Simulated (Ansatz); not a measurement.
## Y, hcp: geometry optimisation

All numbers below come from DFT, BLYP, plane waves (420 eV) with PAW, scalar-relativistic (Ansatz). The PAW files were generated under PBE, with cores re-solved for the functional.

k-point mesh 10×10×6, Fermi-Dirac smearing 0.05 eV, starting moments 1.00 ×2 μB. Cell and atoms relax.

Starting structure:

```yaml
crystal:
  lattice:
    - [3.647399542, 0.0, 0.0]
    - [-1.823699771, 3.1587406611, 0.0]
    - [0.0, 0.0, 5.7306]
  atoms:
    - { symbol: "Y", position: [0.3333333333, 0.6666666667, 0.25], spin: 1.0 }
    - { symbol: "Y", position: [0.6666666667, 0.3333333333, 0.75], spin: 1.0 }
hamiltonian:
  xc: blyp
  pseudopotentials:
    kind: paw
    azcp:
      "Y": "pseudopotentials/Y.paw.azcp"
basis:
  ecutwfc: 420
  fft_grid_basis: typed
kpoints:
  mp_grid: { grid: [10, 10, 6], shift: [0, 0, 0] }
magnetization:
  spin_polarized: true
scf:
  occupations: { method: fermi_dirac, width: 0.05 }
relax:
  max_steps: 60
  f_tol: 0.01
  cell: {}
```

The pressure at the start is 0.8 GPa. By how much does the volume change?

From 33.01 to 33.71 Å³ per atom, 2.1 %. The final cell has a = 3.693 Å, c = 5.709 Å (c/a = 1.546).

How much energy does the relaxation gain?

2.7 meV per atom.

Path of the relaxation (the plane waves are chosen anew near the end, which can shift the energy a little):

```csv
step,E − E(final) (meV/atom),V (Å³/atom),P (GPa),max force (eV/Å)
0,2.74,33.012,0.84,0.000
1,0.15,33.724,-0.02,0.000
2,0.03,33.727,-0.02,0.000
3,0.02,33.710,0.00,0.000
4,0.00,33.710,0.00,0.000
```

Which magnetic state does it end in?

non-magnetic.
